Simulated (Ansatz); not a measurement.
Input for Ansatz (a first-principles code): R-CCSD(T)/aug-cc-pVTZ on CH4 (SMILES C).

Ansatz 0.2 input:
```yaml
crystal:
  periodic: [false, false, false]
  atoms:
    - {symbol: C, position_ang: [-0.00000000, 0.00000000, 1.80727900]}
    - {symbol: H, position_ang: [-0.00000000, 1.02664300, 1.44240000]}
    - {symbol: H, position_ang: [-0.88909900, -0.51332200, 1.44240000]}
    - {symbol: H, position_ang: [-0.00000000, 0.00000000, 2.89684300]}
    - {symbol: H, position_ang: [0.88909900, -0.51332200, 1.44240000]}
basis:
  gaussian:
    orbitals: aug-cc-pVTZ
magnetization: {spin_polarized: false}
correlation: {method: ccsd_t, electrons: outside_noble_gas}
scf: {lower_state_search: off}
```

Output:

```
WARN ansatz: RAYON_NUM_THREADS=1 ignored (pool sized by the plan → 1); use --threads N
Functional definition: HF
these checks for a lower state are left out or cut short: stability, starts, cluster_reference, orbital_swaps, neighbouring_geometries, increment
integrals: 0.28 GiB planned
757 factors; integrals over basis functions are off by at most 9.3e-4 eV
mean field: 0.20 GiB planned
mean field evaluation 1: about -1092.8190 eV, gradient 2.4e1 eV
mean field evaluation 2: about -1092.8190 eV, gradient 2.4e1 eV
mean field evaluation 4: about -1094.2542 eV, gradient 1.5e0 eV
mean field evaluation 8: about -1094.2665 eV, gradient 2.2e-4 eV
mean field -1094.26651848 eV, -40.2135528338 hartree, gradient 3.7e-7 eV, S^2 0.000000; 0 other end points of the search recorded, 0 dependent functions left out
1 core orbitals not correlated
reference -1094.26651848 eV, -40.2135528338 hartree; 4, 4 occupied and 133, 133 virtual orbitals, 757 factors
second order -5.46610542 eV of doubles, -0.00000000 eV of singles
coupled cluster: 0.54 GiB planned
cycle   1  -5.84662533 eV  change   -3.8e-1 eV  update   4.3e-2
cycle   2  -5.99280239 eV  change   -1.5e-1 eV  update   1.2e-2
cycle   3  -6.00899628 eV  change   -1.6e-2 eV  update   3.7e-3
cycle   4  -6.00872082 eV  change    2.8e-4 eV  update   8.3e-4
cycle   5  -6.00873834 eV  change   -1.8e-5 eV  update   1.9e-4
cycle   6  -6.00875920 eV  change   -2.1e-5 eV  update   5.6e-5
cycle   7  -6.00876447 eV  change   -5.3e-6 eV  update   1.2e-5
cycle   8  -6.00876904 eV  change   -4.6e-6 eV  update   3.0e-6
perturbative correction -0.17846424 eV, -0.0065584400 hartree
Total energy: -1100.45375177 eV, -40.4409294632 hartree
Checks for a lower state left out: stability, starts, cluster_reference, orbital_swaps, neighbouring_geometries, increment
```

The run converged.

Cost: around 6 core-seconds (rough).
